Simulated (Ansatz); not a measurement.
Computed with Ansatz on PBE0-D4/def2-TZVP structures; ΔE is electronic, products minus reactants. CBS: MP2 limit from def2 TZ/QZ plus the TZ coupled-cluster correction, frozen cores. This one scheme is used for every species. DFT in def2-TZVPP. Each species was taken in one conformer, which may not be the lowest.

Consider the formal hydrolysis of a C–C bond: `CC(O)(F)CO` + H₂O → `CC(O)(O)F` + CH₃OH.

`CC(O)(F)CO`:

Z-matrix (Å, degrees):
```
C
C 1 1.508
H 1 1.090 2 110.2
H 1 1.090 2 109.7 3 -120.0
H 1 1.093 2 110.2 3 119.4
O 2 1.384 1 112.8 3 -174.9
F 2 1.392 1 107.8 3 -54.8
C 2 1.521 1 114.4 3 63.5
H 6 0.962 2 109.3 1 40.7
O 8 1.402 2 111.8 1 63.9
H 8 1.097 2 107.3 1 -172.5
H 8 1.091 2 109.2 1 -55.1
H 10 0.963 8 106.9 2 58.1
```

H₂O:

Cartesian coordinates in Å:
```
O -0.344 -0.182 0.006
H 0.510 -0.539 0.260
H -0.166 0.721 -0.266
```

`CC(O)(O)F`:

Cartesian coordinates in Å:
```
C -1.087 0.188 0.231
C 0.361 -0.173 0.026
O 0.458 -1.400 -0.548
O 1.075 0.725 -0.747
F 0.974 -0.196 1.281
H -1.161 1.146 0.746
H -1.581 0.255 -0.737
H -1.573 -0.577 0.836
H 1.373 -1.517 -0.831
H 1.161 1.549 -0.258
```

CH₃OH:

```xyz
6

C     0.168   -0.181    0.257
O    -0.330    0.073   -1.036
H     0.666   -1.150    0.224
H    -0.630   -0.234    1.009
H     0.902    0.569    0.577
H    -0.776    0.922   -1.031
```

Problem. Is it downhill or uphill in electronic energy at CCSD(T)/CBS, and by how much? (Estimate.)

Solution. Ansatz gave: Uphill: ΔE = +20.1 kJ/mol.

Problem. What do these levels give: r2SCAN-D4, PBE0-D4, MP2/def2-TZVPP, CCSD/def2-TZVPP, SCS-MP2/def2-QZVPP, HF/CBS(def2)? (Best estimate.)

Solution. Computed: r2SCAN-D4 8.3, PBE0-D4 10.9, MP2/def2-TZVPP 19.7, CCSD/def2-TZVPP 14.2, SCS-MP2/def2-QZVPP 17.4, HF/CBS(def2) -4.2 kJ/mol.

Largest T1 diagnostic among the species: 0.011.

The D4 term adds +7.0 kJ/mol with B3LYP and +4.0 kJ/mol with PBE0; it sums over pairs of atoms, weighted by their polarisabilities, and B3LYP, whose exchange is more repulsive, gets the larger term. In def2-TZVPP, CCSD(T) changes the Hartree–Fock value by +20.4 kJ/mol (the triples alone add +1.8 kJ/mol) and MP2 by +24.2 kJ/mol.

B3LYP here is the variant with VWN-RPA as its local correlation; programs differ in this.
